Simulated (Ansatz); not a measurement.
## Ansatz (development build ahead of 0.2.0) run

```yaml
crystal:
  periodic: [false, false, false]
  atoms:
    - { symbol: C, position_ang: [0.0, 0.0, -1.1214] }
    - { symbol: Cl, position_ang: [0.0, 0.0, 0.656] }
    - { symbol: H, position_ang: [0.0, 1.0293, -1.4743] }
    - { symbol: H, position_ang: [0.8914, -0.5147, -1.4743] }
    - { symbol: H, position_ang: [-0.8914, -0.5147, -1.4743] }
basis:
  gaussian: { orbitals: pcseg-2 }
magnetization:
  spin_polarized: true
hamiltonian:
  xc: r2scan
```

The input is written out in the form of the current development build from the run's settings.

Output:

```
Converged                       : yes
Total energy                    : -500.08652 hartree
Spin squared of the determinant : 0.000
Stability test                  : minimum
```
